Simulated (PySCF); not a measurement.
## Nuclear quadrupole coupling in `C=N/C=C\[S-]`

C3H4NS (charge -1).
Z-matrix (Å and degrees, PBE0-D3(BJ)/def2-SVP geometry), rows numbered from 1:
```
C 
N   1  1.2819
C   2  1.3586  1  121.86
C   3  1.3870  2  125.19  1  -179.79
S   4  1.6888  3  131.97  2     0.10
H   1  1.1135  2  123.20  3    -0.06
H   1  1.1000  2  120.03  3   179.95
H   3  1.1106  2  117.74  1     0.16
H   4  1.1079  3  111.40  2  -179.97
```

Field gradients from the PBE0/pcSseg-1 density (PySCF, non-relativistic), principal values in atomic units, ordered |Vxx| ≤ |Vyy| ≤ |Vzz|:

```tsv
atom	Vxx	Vyy	Vzz
N2	0.2531	0.9798	-1.2329
S5	0.0425	2.0877	-2.1302
```

**Question.** Find the asymmetry η = (Vxx − Vyy)/Vzz and the couplings χ = eQV/h (234.96 MHz × Q in barn × V in au), with Q(14N) = 0.02044 b, Q(33S) = −0.0678 b.

**Answer.** 
```csv
atom,environment,nucleus,η,χzz (MHz),χxx (MHz),χyy (MHz)
N2,imine nitrogen,14N,0.59,-5.92,1.22,4.71
S5,sulfur bonded to C,33S,0.96,33.94,-0.68,-33.26
```

At S5 η is above 0.9: Vyy and Vzz are nearly equal in size and opposite in sign, so a small change could swap them and flip the sign of χzz. The tensor is traceless: Vxx + Vyy + Vzz = 0.

**Question.** What is Vzz at S5 in SI units (1 au = 9.71736 × 10²¹ V/m²)?

**Answer.** -2.1302 au = -20.700 × 10²¹ V/m².

**Question.** And the gradient at the other heavy atoms, for which no coupling is worked out here?

**Answer.** 
```
atom                  environment  Vzz (au)     η
  C1                 imine carbon    -0.096  0.50
  C3  carbon bonded to C, N and H     0.170  0.28
  C4             alkene CH carbon     0.352  0.43
```

**Question.** What couplings would deuterons (Q(2H) = 0.00286 b) have in place of the hydrogens, at this geometry?

**Answer.** 
```tsv
atom	bonded to	bond length (Å)	Vzz (au)	η	χzz (kHz)
H6	C1	1.114	0.2771	0.10	186
H7	C1	1.100	0.3023	0.09	203
H8	C3	1.111	0.2828	0.15	190
H9	C4	1.108	0.2875	0.05	193
```

Isolated species at its PBE0-D3(BJ)/def2-SVP geometry (one conformer only). The pcSseg-1 basis has no diffuse functions, a weakness for an anion. The small basis limits the accuracy of the gradients.
